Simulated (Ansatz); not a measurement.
# AlHF+ (triplet): the correlation ladder, def2-TZVPP

An exercise on one series of results from a longer session: the logs are not shown, and one member is left open.

Program: Ansatz 0.2.0, Gaussian basis. Level of theory: def2-TZVPP, core rule «outside noble gas», up to 6 orbitals frozen. These are calculated values, not measurements.

The runs, in order: UHF; ROHF; CCSD(T) on UHF.

2 further runs of the same task are left out: 2 set aside as unsound or not needed.

### The system

The geometry is a PBE0/def2-TZVP stationary point (not a proven minimum) of the parent state, kept for this charge and spin.

3 atoms, charge 1, spin multiplicity 3.

Atoms are counted from 1 here; the program's logs count them from 0.

Bond lengths: Al1–F2 1.656 Å, Al1–H3 1.607 Å. Angles: F2–Al1–H3 115.4°.

The first run:

in.yaml

```yaml
crystal:
  periodic: [false, false, false]
  atoms:
    - {symbol: Al, position_ang: [0.000000, -0.115297, 0.645226]}
    - {symbol: F, position_ang: [0.000000, 0.098231, -0.996846]}
    - {symbol: H, position_ang: [0.000000, 1.234843, 1.517246]}
basis:
  gaussian: {orbitals: def2-TZVPP}
total_charge: 1
magnetization: {spin_polarized: true, initial_magnetization: 2}
hamiltonian: {xc: hf}
output: {orbitals: {seedname: orbitals}}
```

The run is started by

```console
$ ansatz run in.yaml --threads 1 --pin off --events-out ev --progress --plain --max-ram 4096MiB --backend cpu
```

Among the steps run: UHF; ROHF; CCSD(T) on UHF.

One table of the session follows, with a row left open; its other results are not shown here.

| method | from UCCSD(T) (meV) |
| --- | --- |
| ROHF | +8038.5 |
| UHF | +8022.4 |
| UMP2 | +277.6 |
| UCCSD | ? |
| UCCSD(T) | 0 |

Q: Estimate the row for UCCSD from the others.

As computed: from UCCSD(T) (meV): +255.1. In the column «from UCCSD(T) (meV)» it lies between UCCSD(T) (0) and UMP2 (+277.6).
